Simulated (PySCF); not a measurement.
# Running PySCF for PH⁻

File input.py (PySCF 2.14):

```python
from pyscf import gto, scf

mol = gto.M(
    atom='P 0 0 0; H 0 0 1.337',
    basis='6-31g',
    charge=-1,
    spin=1,
    verbose=4,
)
mf = scf.ROHF(mol)
mf = mf.density_fit(auxbasis='def2-universal-jkfit')
mf.kernel()
mf.analyze()
print('orbital energies (hartree):', mf.mo_energy[..., max(0, mol.nelec[1]-3):mol.nelec[0]+3].round(4))
```

```bash
$ OMP_NUM_THREADS=1 python input.py
```

Output (some set-up lines and the per-cycle HOMO/LUMO lines with their warnings removed):

```
PySCF version 2.14.0

[INPUT] Symbol           X                Y                Z      unit          X                Y                Z       unit  Magmom
[INPUT]  1 P      0.000000000000   0.000000000000   0.000000000000 AA    0.000000000000   0.000000000000   0.000000000000 Bohr   0.0
[INPUT]  2 H      0.000000000000   0.000000000000   1.337000000000 AA    0.000000000000   0.000000000000   2.526563828543 Bohr   0.0

nuclear repulsion = 5.93691710082274
number of shells = 9
number of NR pGTOs = 50
number of NR cGTOs = 15
basis = 6-31g
ecp = {}

******** <class 'pyscf.df.df_jk.DFROHF'> ********
method = DFROHF
initial guess = minao
damping factor = 0
level_shift factor = 0
DIIS = <class 'pyscf.scf.diis.CDIIS'>
SCF conv_tol = 1e-09
SCF max_cycles = 50
num. doubly occ = 8  num. singly occ = 1
******** <class 'pyscf.df.df.DF'> ********
auxbasis = def2-universal-jkfit
init E= -340.973519534378
cycle= 1 E= -341.199408437884  delta_E= -0.226  |g|= 0.183  |ddm|= 0.982
cycle= 2 E= -341.215600008295  delta_E= -0.0162  |g|= 0.0443  |ddm|= 0.432
cycle= 3 E= -341.216539662186  delta_E= -0.00094  |g|= 0.00644  |ddm|= 0.0724
cycle= 4 E= -341.216578112228  delta_E= -3.85e-05  |g|= 0.00133  |ddm|= 0.0277
cycle= 5 E= -341.216579949522  delta_E= -1.84e-06  |g|= 0.000134  |ddm|= 0.00651
cycle= 6 E= -341.216579966554  delta_E= -1.7e-08  |g|= 1.84e-05  |ddm|= 0.000365
cycle= 7 E= -341.216579966835  delta_E= -2.8e-10  |g|= 2e-06  |ddm|= 4.22e-05
Extra cycle  E= -341.216579966837  delta_E= -2.39e-12  |g|= 6.16e-07  |ddm|= 4e-06
converged SCF energy = -341.216579966837
**** SCF Summaries ****
Total Energy =                        -341.216579966836946
Nuclear Repulsion Energy =               5.936917100822739
One-electron Energy =                 -488.725773298636341
Two-electron Energy =                  141.572276230976684
Two-electron Coulomb Energy =          164.748848467586896
DFT Exchange-Correlation Energy =      -23.176572236610212
**** MO energy ****
                Roothaan           | alpha              | beta
MO #1   energy= -79.6316199710092  | -79.6341646186314  | -79.6290753233871  occ= 2
MO #2   energy= -7.18691276977761  | -7.18974766089225  | -7.18407787866294  occ= 2
MO #3   energy= -5.080816326609    | -5.08209776805889  | -5.07953488515911  occ= 2
MO #4   energy= -5.07933968205483  | -5.09201811380173  | -5.06666125037611  occ= 2
MO #5   energy= -5.07630445517931  | -5.07758222209751  | -5.07502668826112  occ= 2
MO #6   energy= -0.507397725019821 | -0.538929247233477 | -0.475866202806163 occ= 2
MO #7   energy= -0.169521890368172 | -0.186268154739876 | -0.152775625996465 occ= 2
MO #8   energy= -0.0201845189423919 | -0.0308766961465404 | -0.00949234173824664 occ= 2
MO #9   energy= 0.1176021684622    | -0.0770306565225173 | 0.312234965385377  occ= 1
MO #10  energy= 0.463359976790604  | 0.454409336635665  | 0.472310616945544  occ= 0
MO #11  energy= 0.621845211224651  | 0.611524230865143  | 0.632166191584158  occ= 0
MO #12  energy= 0.721853712273995  | 0.716270593643364  | 0.727436830904621  occ= 0
MO #13  energy= 0.738303661087199  | 0.70648420191623   | 0.770123148387872  occ= 0
MO #14  energy= 0.74567595609842   | 0.741436478993842  | 0.749915433202994  occ= 0
MO #15  energy= 1.4333038143371    | 1.4302298872066    | 1.4363777414676    occ= 0
 ** Mulliken pop on meta-lowdin orthogonal AOs  **
 ** Mulliken pop  **
pop of  0 P 1s            1.99999
pop of  0 P 2s            1.99896
pop of  0 P 3s            1.82511
pop of  0 P 4s            0.01739
pop of  0 P 2px           1.99995
pop of  0 P 2py           2.00000
pop of  0 P 2pz           1.99998
pop of  0 P 3px           0.99040
pop of  0 P 3py           1.96020
pop of  0 P 3pz           1.08855
pop of  0 P 4px           0.01224
pop of  0 P 4py           0.03721
pop of  0 P 4pz           0.00618
pop of  1 H 1s            1.06098
pop of  1 H 2s            0.00286
 ** Mulliken atomic charges  **
charge of    0P =     -0.93616
charge of    1H =     -0.06384

WARN: System has nonzero charge -1; the dipole moment is origin-dependent.
Location of origin: [0. 0. 0.]

Dipole moment(X, Y, Z, Debye): -0.00000,  0.00000,  0.72379
orbital energies (hartree): [-0.5074 -0.1695 -0.0202  0.1176  0.4634  0.6218  0.7219]
```

In short: E(SCF) = -341.216580 Eh, 7 cycles.

Run time: 0.97 s on 1 thread of Arm Neoverse V1 (shared host).

The basis has no diffuse functions, which an anion needs. The bond length is a typed value, not an optimised one. The dipole of an ion depends on the origin. No search for the lowest solution was made.
